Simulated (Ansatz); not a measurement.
Geometry optimisation, RKS PBE0-D4/def2-mTZVP in Ansatz.

Input:

```yaml
crystal:
  periodic: [false, false, false]
  atoms:
    - { symbol: C, position_ang: [-0.28208, 0.70784, -0.32195] }
    - { symbol: C, position_ang: [-0.00133, -0.81048, -0.32943] }
    - { symbol: O, position_ang: [0.71076, -1.11033, 0.99962] }
    - { symbol: H, position_ang: [-0.90228, 0.9598, -1.19297] }
    - { symbol: H, position_ang: [0.6593, 1.27096, -0.42168] }
    - { symbol: H, position_ang: [-0.79695, 1.12261, 0.57513] }
    - { symbol: H, position_ang: [-1.00625, -1.29352, -0.12792] }
    - { symbol: H, position_ang: [1.61884, -0.84688, 0.8192] }
total_charge: -1
basis:
  gaussian: { orbitals: def2-mTZVP }
hamiltonian:
  xc: pbe0
  dispersion: d4
relax:
  f_tol: 0.015
  max_steps: 40
```

Run as:

```bash
$ ansatz run input.yaml --threads 1 --pin off --max-ram 2048MiB --backend cpu --events-out ev --progress --plain --runs-dir out
```

**Question.** Where does it end, and by what steps?

**Answer.** It converged. Limits of this set-up: an anion without diffuse functions, the dipole of an ion depends on the origin. After 9 steps the energy has fallen by 0.105 eV; H8 moved furthest, 0.46 Å.

```json
{"step": "0", "energy less start (eV)": "0.0000", "largest force component (eV/Å)": "0.632", "accepted": "yes"}
{"step": "1", "energy less start (eV)": "-0.0330", "largest force component (eV/Å)": "1.401", "accepted": "yes"}
{"step": "2", "energy less start (eV)": "-0.0691", "largest force component (eV/Å)": "1.109", "accepted": "yes"}
{"step": "3", "energy less start (eV)": "-0.0868", "largest force component (eV/Å)": "0.491", "accepted": "yes"}
{"step": "4", "energy less start (eV)": "-0.0799", "largest force component (eV/Å)": "0.251", "accepted": "no"}
{"step": "5", "energy less start (eV)": "-0.1007", "largest force component (eV/Å)": "0.211", "accepted": "yes"}
{"step": "6", "energy less start (eV)": "-0.1042", "largest force component (eV/Å)": "0.043", "accepted": "yes"}
{"step": "7", "energy less start (eV)": "-0.1044", "largest force component (eV/Å)": "0.033", "accepted": "yes"}
{"step": "8", "energy less start (eV)": "-0.1044", "largest force component (eV/Å)": "0.028", "accepted": "yes"}
{"step": "9", "energy less start (eV)": "-0.1045", "largest force component (eV/Å)": "0.002", "accepted": "yes"}
```

```xyz
8
Properties=species:S:1:pos:R:3
C -0.304 0.740 -0.336
C 0.093 -0.721 -0.280
O 0.749 -0.891 1.064
H -0.975 0.906 -1.195
H 0.561 1.406 -0.482
H -0.836 1.137 0.569
H -0.869 -1.275 -0.169
H 1.580 -1.301 0.829
```

Whether the end is a true minimum wasn't checked by a vibrational analysis.

Time of the run: 23 s on 1 thread of Arm Neoverse V1, on a shared host, peak memory 0.13 GiB.
